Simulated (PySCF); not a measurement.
# CHFO: the cost of one run

The runs use PySCF 2.14.0, with density-fitted response routines of our own; the level of theory stands in each step. All values are computed, except where a source is named. Atoms are numbered from 0 throughout.

## (1) The starting structure

4 atoms, charge 0, multiplicity 1; geometry from: PBE0-D3(BJ)/def2-TZVP.

Bonds of the start (Å): O0–C1 1.17, C1–F2 1.34, C1–H3 1.10.

## (2) TDDFT and polarisability: CAM-B3LYP/def2-TZVPD

What the job is given:

```
{"job": {"kind": "uv", "xc": "CAM-B3LYP", "basis": "def2-TZVPD", "nstates": 12, "ntriplets": 4}, "charge": 0, "multiplicity": 1}
O     -1.054582    -0.490809     0.000475
C     -0.245707     0.360093    -0.000380
F      1.067527     0.112138    -0.000085
H     -0.410308     1.444458    -0.001430
```

Method: TDDFT CAM-B3LYP/def2-TZVPD, vertical, gas phase, core orbitals frozen in the response.

**Question.** How long does this first job take on 2 threads of Intel Xeon at 2.50GHz (Skylake/Cascade Lake), shared host?

About 12 s.
